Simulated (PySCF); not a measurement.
## Reproducing measurements on propene

**What was measured.**

NIST CCCBDB Release 22 (SRD 101), experimental dipoles lists, for the gas: dipole moment (microwave Stark effect, vibrational ground state) 0.363 D.

From NIST CCCBDB Release 22 (SRD 101), experimental polarizabilities, for the gas: mean polarisability 5.99 Å³.

The results are set against them at the end.

Propene, C₃H₆.
SMILES with atom numbers: `[CH2:1]=[CH:2][CH3:3]` (hydrogens: H4, H5 on C1; H6 on C2; H7, H8, H9 on C3)

Cartesian coordinates in Å at the GFN2-xTB level; atoms count from 1:
```xyz
9
C3H6 angstrom
C      1.3422    0.0806   -0.2630
C      0.2829   -0.1074    0.5006
C     -1.1301   -0.0024    0.0336
H      1.2498    0.3305   -1.3076
H      2.3460   -0.0053    0.1176
H      0.4044   -0.3565    1.5473
H     -1.6570    0.7635    0.6022
H     -1.1756    0.2500   -1.0227
H     -1.6490   -0.9471    0.1941
```

Runs made with PySCF (gas phase, on this GFN2-xTB geometry; no spin–orbit coupling):

```json
{"level": "PBE0/pcSseg-1", "job": "shieldings, charges and field gradients", "basis functions": "81"}
{"level": "PBE/def2-TZVP, start guess sap, damping 0.2 at the start, DIIS from the seventh cycle", "job": "shieldings, charges and field gradients", "basis functions": "129"}
{"level": "PBE0/6-311G**, start guess vsap", "job": "shieldings", "basis functions": "90"}
{"level": "wB97X-D/def2-SVPD", "job": "8 singlets by full TDDFT, 3 Tamm–Dancoff triplets, polarisability", "basis functions": "108"}
{"level": "PBE0/def2-SVPD", "job": "6 singlets by full TDDFT, 2 Tamm–Dancoff triplets, polarisability", "basis functions": "108"}
{"level": "KT3/6-311G**, damping 0.1 at the start, DIIS from the seventh cycle, energy threshold 1e-07 Eh", "job": "25 singlets by TDA, polarisability", "basis functions": "90"}
{"level": "PBE0/6-311+G(2d,p)", "job": "3 singlets by TDA, 2 Tamm–Dancoff triplets, polarisability", "basis functions": "117"}
{"level": "B3LYP/pcJ-1", "job": "spin–spin couplings from 9 perturbed nuclei", "basis functions": "141"}
```

All basis functions are spherical.

**Comparison with experiment**

**Dipole moment.** Measured: 0.363 D (NIST CCCBDB Release 22 (SRD 101), experimental dipoles).

```
             level  computed (D)  computed − measured (D)  % (from the printed values)
     PBE0/pcSseg-1         0.405                   +0.042                          +12
     PBE/def2-TZVP         0.421                   +0.058                          +16
     PBE0/6-311G**         0.386                   +0.023                           +6
 wB97X-D/def2-SVPD         0.400                   +0.037                          +10
    PBE0/def2-SVPD         0.402                   +0.039                          +11
      KT3/6-311G**         0.369                   +0.006                           +2
PBE0/6-311+G(2d,p)         0.420                   +0.057                          +16
       B3LYP/pcJ-1         0.385                   +0.022                           +6
```

All 8 levels lie above the measurement. The computed dipoles belong to one fixed geometry; measured ones are averaged over vibrations unless marked μe. Magnitudes are compared, not signs.

**Mean polarisability.** Measured: 5.99 Å³ (NIST CCCBDB Release 22 (SRD 101), experimental polarizabilities).

```json
{"level": "wB97X-D/def2-SVPD", "computed (Å³)": "5.75", "computed − measured (Å³)": "-0.24", "% (from the printed values)": "-4"}
{"level": "PBE0/def2-SVPD", "computed (Å³)": "5.73", "computed − measured (Å³)": "-0.26", "% (from the printed values)": "-4"}
{"level": "KT3/6-311G**", "computed (Å³)": "5.11", "computed − measured (Å³)": "-0.88", "% (from the printed values)": "-15"}
{"level": "PBE0/6-311+G(2d,p)", "computed (Å³)": "5.61", "computed − measured (Å³)": "-0.38", "% (from the printed values)": "-6"}
```

Closest is wB97X-D/def2-SVPD (-0.24 Å³), furthest KT3/6-311G** (-0.88 Å³); one molecule doesn't rank methods. All 4 levels lie below the measurement. The computed values are static and purely electronic, with core orbitals frozen in the response (1 au = 0.148185 Å³). The table of measured values doesn't say here whether a value is static or optical, or holds a vibrational part.

No measured geometry was used, and the causes of the misses weren't examined.

Note: wB97X-D ran without an empirical dispersion term, which enters the total energy and its gradient alone.
